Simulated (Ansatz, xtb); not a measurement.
**A geometry optimisation of H3OPSi− with r2SCAN-D4/def2-SVPD**

The starting geometry of this gas-phase doublet has its atoms placed at random.

| atom | x (Å) | y (Å) | z (Å) |
| --- | --- | --- | --- |
| O | 0.4819 | 1.5272 | -0.0732 |
| P | -0.4765 | -1.2453 | 0.5957 |
| Si | -1.8726 | 0.9391 | -0.3859 |
| H | -0.4309 | 0.1150 | -0.0306 |
| H | -0.8085 | 1.3075 | 0.9872 |
| H | -0.3856 | 1.8754 | 0.0051 |

Q: Guess where an optimisation with r2SCAN-D4/def2-SVPD ends from this start.

A: It ends as `O[SiH][PH-]`. Distances that change by over a tenth: Si3–H6 (1.80 → 2.23 Å). Contacts that open: Si3–H4 (1.70 → 2.69 Å). Contacts that close: O1–Si3 (2.45 → 1.75 Å), P2–Si3 (2.77 → 2.18 Å), Si3–H5 (1.78 → 1.53 Å).

The energy falls by 6.58 eV over 26 steps:

| step | E − E(last) (eV) |
| --- | --- |
| 1 | 6.582 |
| 4 | 2.716 |
| 7 | 0.845 |
| 9 | 0.351 |
| 12 | 0.229 |
| 15 | 0.106 |
| 18 | 0.030 |
| 20 | 0.003 |
| 23 | 0.000 |
| 26 | 0.000 |

Final geometry (Å):

```csv
atom,x (Å),y (Å),z (Å)
O,-0.2881,2.2201,-0.3552
P,-0.4596,-0.9051,0.7863
Si,-1.3836,0.9028,0.0024
H,0.3528,-1.1145,-0.3855
H,-2.2985,1.4638,1.0876
H,0.5848,1.9519,-0.0374
```

From the same start GFN2-xTB reaches the same bonding as this run.

From so rough a start the end depends on the optimiser's path, so another program may land elsewhere. No frequencies were run, so the end isn't proven a minimum. Open shells are spin-unrestricted. Run with Ansatz 0.2.0, 2 min on 2 threads of Arm Neoverse V2, with other jobs on the host.
